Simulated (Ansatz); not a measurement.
# I, doublet: from triple and quadruple zeta to the limit

A free I atom.

Ansatz 0.2.0, UHF determinant, valence electrons correlated, core potentials past Kr. Energies in eV.

| set | X | functions | Hartree–Fock | MP2 correlation | CCSD(T) correlation | time |
| --- | --- | --- | --- | --- | --- | --- |
| def2-TZVPP | 3 | 50 | -8072.4909 | -3.0851 | -3.6936 | 1.4 s on 1 × NVIDIA H100 80GB HBM3 with 2 threads of AMD EPYC 7R13 Processor (Zen 3), with other jobs on the host |
| def2-QZVPP | 4 | 82 | -8072.5226 | -3.5500 | -4.1908 | 1.4 s on 1 × NVIDIA H100 80GB HBM3 with 2 threads of AMD EPYC 7R13 Processor (Zen 3) (shared host) |

Hartree–Fock is taken to follow E(X) = E∞ + A·exp(−7.88·√X), correlation E(X) = E∞ + B·X^−2.97.

Cautions: no spin-orbit coupling; inner d shell frozen.

Question: Work out the CCSD(T) energy at the limit, and how far the shortcut misses it that extrapolates MP2 and adds CCSD(T) minus MP2 from the smaller set.

Answer: Hartree–Fock: E∞ = E4 + 0.1377·(E4 − E3) = -8072.5270. Correlation: E∞ = E4 + 0.7407·(E4 − E3) = -4.5590 for CCSD(T) and -3.8944 for MP2. The limit is -8077.0860 eV, 0.373 eV below def2-QZVPP. The shortcut gives a correlation energy of -3.8944 + (-0.6084) = -4.5028, 56 meV higher than the direct value.

The exponents were fitted on light atoms, and def2 sets of heavy atoms don't grow evenly, so the limit is rough here.
